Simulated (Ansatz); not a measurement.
A made-up structure of CH3LiN, doublet:

Li1  (-2.294, -0.643, 0.046)
N2  (0.525, 0.492, 0.151)
C3  (-0.293, -0.437, -0.226)
H4  (0.231, -1.257, -0.645)
H5  (1.538, 0.419, 0.049)
H6  (0.158, 1.332, 0.600)
(Å)

It is relaxed with PBE-D4/def2-SVP and then PBE0-D4/def2-TZVP (Ansatz 0.2.0). Atoms count as bonded within 1.22 times the sum of their covalent radii (H–H: 0.88 Å). The end point is not checked to be a true minimum.

Question: Does its bonding change? (Judge from chemistry; the calculation decides.)

Answer: The calculation gives: No: no bond forms or breaks.

Where it ends: The first stage lowers the energy by 0.16 eV in 5 steps. It ends as CH₃LiN ([Li][CH][NH2]):
Li1  (-2.253, -0.732, 0.044)
N2  (0.536, 0.550, 0.102)
C3  (-0.375, -0.408, -0.239)
H4  (0.187, -1.260, -0.652)
H5  (1.529, 0.381, 0.127)
H6  (0.241, 1.374, 0.594)
(Å)

Labels in which every atom is bracketed show which atoms are joined, not bond orders.

For scale, one of the runs: PBE0-D4/def2-TZVP relaxation, 94 basis functions, launched by `ansatz run in.yaml --threads 2 --pin off --events-out ev --progress --plain --max-ram 4352MiB`. The run took about 23 s on 2 CPU threads of an Arm Neoverse V2 (shared host).
